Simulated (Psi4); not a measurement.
**CH5B− (SMILES [BH2-]C) at UHF/STO-3G**

Aim: the vertical doublet–quartet gap of CH5B− at UHF/STO-3G, from 2 runs. 

The calculation is run with Psi4 1.11.

2 further runs of the same task are left out: 2 set aside as unsound or not needed.

## 1. Starting point

CH5B−: 7 atoms, total charge -1, spin state doublet. SMILES: `[BH2-]C`. The shape is that of a GFN2-xTB optimisation.

Bond lengths: B1–C2 1.642 Å, B1–H3 1.245 Å, B1–H4 1.245 Å, C2–H5 1.102 Å, C2–H6 1.114 Å, C2–H7 1.102 Å. Angles: B1–C2–H5 112.7°, B1–C2–H6 114.9°, B1–C2–H7 112.6°, C2–B1–H3 113.3°, C2–B1–H4 113.3°, H5–C2–H6 104.9°, H5–C2–H7 105.8°, H6–C2–H7 104.9°, H3–B1–H4 112.0°.

## 2. Energy and forces at UHF/STO-3G

ch5b.xyz reads:

```xyz
7
CH5B
B     -0.367620    -0.876680     0.296410
C      0.129860     0.657930    -0.010930
H      0.566410    -1.652080     0.572900
H     -1.111250    -1.340120    -0.587590
H      0.713810     1.090030     0.817870
H      0.779370     0.770230    -0.909000
H     -0.710590     1.350700    -0.179660
```

ch5b_ase.py reads:

```python
import numpy as np
from ase.calculators.psi4 import Psi4
from ase.io import read

a = read('ch5b.xyz')
calc = Psi4(atoms=a, method='hf', basis='STO-3G', memory='1600MB', num_threads=1, charge=-1, multiplicity=2, label='psi4-calc', reference='uhf')
calc.psi4.set_options({'puream': True, 'e_convergence': 1e-09, 'd_convergence': 1e-08, 'scf_type': 'pk', 'maxiter': 200})
a.calc = calc

forces = a.get_forces()
print(f'energy: {a.get_potential_energy():.6f} eV')
print('forces / eV A^-1')
print(np.round(forces, 5))
```

Started as:

```console
$ python ch5b_ase.py
```

psi4-calc.dat, cut to the lines that bear on the results:

```text
[...]
  Running in c1 symmetry.
[...]
  Nuclear repulsion =   30.809888872353739
[...]
  Multiplicity = 2
[...]
  Nalpha       = 9
  Nbeta        = 8
[...]
    Number of basis functions: 15
[...]
   @UHF iter   1:   -64.44143258798144   -2.07823e+00   9.68949e-03 DIIS/ADIIS
[...]
   @UHF iter  13:   -64.46373214183774   -1.27898e-13   2.90452e-09 DIIS
[...]
   @S^2 Observed:                7.577653114E-01
[...]
    Orbital Energies [Eh]
    ---------------------
    Alpha Occupied:
       1A    -10.715935     2A     -6.917535     3A     -0.623052
       4A     -0.307152     5A     -0.251772     6A     -0.247603
       7A     -0.082676     8A     -0.066124     9A      0.113838
    Alpha Virtual:
      10A      0.930056    11A      0.950784    12A      0.993758
      13A      1.043642    14A      1.084482    15A      1.111834
    Beta Occupied:
       1A    -10.718435     2A     -6.885964     3A     -0.621279
[...]
  @UHF Final Energy:   -64.46373214183774
   => Energetics <=
    Nuclear Repulsion Energy =             30.8098888723537385
    One-Electron Energy =                -152.3497952087662952
    Two-Electron Energy =                  57.0761741945748184
    Total Energy =                        -64.4637321418377383
  UHF NO Occupations:
  HONO-2 :    7  A 1.9988440
  HONO-1 :    8  A 1.9984675
[...]
 Multipole Moments:
 ------------------------------------------------------------------------------------
     Multipole            Electronic (a.u.)      Nuclear  (a.u.)        Total (a.u.)
 ------------------------------------------------------------------------------------
 L = 1.  Multiply by 2.5417464519 to convert [e a0] to [Debye]
 Dipole X            :         -0.6033175            0.8728851            0.2695676
 Dipole Y            :          0.0178776            1.2455982            1.2634758
 Dipole Z            :          0.8773846           -0.9289359           -0.0515512
 Magnitude           :                                                    1.2929406
[...]
  -Total Gradient:
     Atom            X                  Y                   Z
    ------   -----------------  -----------------  -----------------
       1       -0.005905570109     0.032707381624     0.017076644174
       2       -0.005341671625    -0.002482872265     0.007234245851
       3        0.025827508108    -0.023033533874     0.007882862755
       4       -0.021115632819    -0.014228553622    -0.024519549224
       5        0.005085377495     0.001881479431     0.006867855115
       6        0.008998970379     0.000987554085    -0.012592684988
       7       -0.007548981429     0.004168544621    -0.001949373683
[...]
```

On the terminal:

```text
energy: -1754.147500 eV
forces / eV A^-1
[[ 0.30368 -1.68188 -0.87812]
 [ 0.27468  0.12767 -0.372  ]
 [-1.3281   1.18443 -0.40535]
 [ 1.08581  0.73166  1.26085]
 [-0.2615  -0.09675 -0.35316]
 [-0.46275 -0.05078  0.64754]
 [ 0.38818 -0.21436  0.10024]]
```

It took 1.3 s on 1 thread of Intel Xeon 6975P-C (Granite Rapids), shared host; peak memory 0.19 GiB.

## 3. The quartet at the same level

ch5b.inp reads:

```
memory 1600 MB

molecule m {
  -1 4
  B     -0.367620    -0.876680     0.296410
  C      0.129860     0.657930    -0.010930
  H      0.566410    -1.652080     0.572900
  H     -1.111250    -1.340120    -0.587590
  H      0.713810     1.090030     0.817870
  H      0.779370     0.770230    -0.909000
  H     -0.710590     1.350700    -0.179660
  units angstrom
  symmetry c1
}

set {
  basis         STO-3G
  reference     uhf
  puream        true
  e_convergence 1e-09
  d_convergence 1e-08
  scf_type      pk
  maxiter       200
}

e, wfn = gradient("scf", return_wfn=True)
oeprop(wfn, "MAYER_INDICES", "DIPOLE", "QUADRUPOLE", title="SCF")
```

Started as:

```console
$ psi4 -n 1 ch5b.inp ch5b.out
```

ch5b.out, cut to the lines that bear on the results:

```text
[...]
  Running in c1 symmetry.
[...]
  Nuclear repulsion =   30.809888872353739
[...]
  Multiplicity = 4
[...]
  Nalpha       = 10
  Nbeta        = 7
[...]
    Number of basis functions: 15
[...]
   @UHF iter   1:   -63.84186587358553   -1.47867e+00   8.79734e-03 ADIIS/DIIS
[...]
   @UHF iter  38:   -63.88701096378732    3.26850e-13   5.61163e-09 DIIS
[...]
   @S^2 Observed:                3.759201689E+00
[...]
  @UHF Final Energy:   -63.88701096378732
   => Energetics <=
    Nuclear Repulsion Energy =             30.8098888723537385
    One-Electron Energy =                -151.4483265078703198
    Two-Electron Energy =                  56.7514266717292628
    Total Energy =                        -63.8870109637873185
  UHF NO Occupations:
  HONO-2 :    8  A 1.0000000
  HONO-1 :    9  A 1.0000000
[...]
  -Total Gradient:
     Atom            X                  Y                   Z
    ------   -----------------  -----------------  -----------------
       1        0.013007021167     0.060410190992    -0.003149154017
       2       -0.102671678405     0.235775591188     0.222021881960
       3        0.013982505804    -0.022264593577     0.006402264856
       4       -0.015364758448    -0.016149426554    -0.013532759446
       5       -0.061624023580    -0.122026179823    -0.169707121844
       6        0.013856001684     0.017740947152    -0.015640565799
       7        0.138814931778    -0.153486529378    -0.026394545711
[...]
 Multipole Moments:
 ------------------------------------------------------------------------------------
     Multipole            Electronic (a.u.)      Nuclear  (a.u.)        Total (a.u.)
 ------------------------------------------------------------------------------------
 L = 1.  Multiply by 2.5417464519 to convert [e a0] to [Debye]
 Dipole X            :         -0.7444597            0.8728851            0.1284254
 Dipole Y            :         -1.0506522            1.2455982            0.1949461
 Dipole Z            :          0.7794731           -0.9289359           -0.1494628
 Magnitude           :                                                    0.2771934
 L = 2.  Multiply by 1.3450342976 to convert [e a0^2] to [Debye ang]
 Quadrupole XX       :        -27.5886661           14.0188199          -13.5698461
 Quadrupole XY       :        -11.5991197           11.0844964           -0.5146234
[...]
```

It took 1.3 s on 1 thread of Intel Xeon 6975P-C (Granite Rapids), shared host; peak memory 0.18 GiB.

## 4. Outcome

At UHF/STO-3G:

| quantity | value |
| --- | --- |
| doublet: total energy | -64.46373 Eh |
| doublet: HOMO energy (highest over α and β) | 3.10 eV |
| doublet: LUMO energy (lowest over α and β) | 19.25 eV |
| doublet: ⟨S²⟩ | 0.758 |
| doublet: largest force on an atom | 1.921 eV/Å |
| quartet: total energy | -63.88701 Eh |
| quartet: HOMO energy (highest over α and β) | 13.63 eV |
| quartet: ⟨S²⟩ | 3.759 |
| quartet: largest force on an atom | 17.470 eV/Å |
| vertical energy of the quartet above the doublet | 15.693 eV |

**Reading.** At this shape the quartet lies 15.69 eV (1514 kJ/mol) above the doublet. For an anion a state so high probably lies above electron detachment. The largest force (doublet) is 1.92 eV/Å: the shape isn't a stationary point for this species at this level. In a minimal basis such a difference can be off by several eV, whatever the method. The HOMO (doublet) lies at positive energy, 3.10 eV: the electron is unbound at this level or held by a compact basis; values depend on the basis. The HOMO (quartet) lies at positive energy, 13.63 eV: the electron is unbound at this level or held by a compact basis; values depend on the basis.
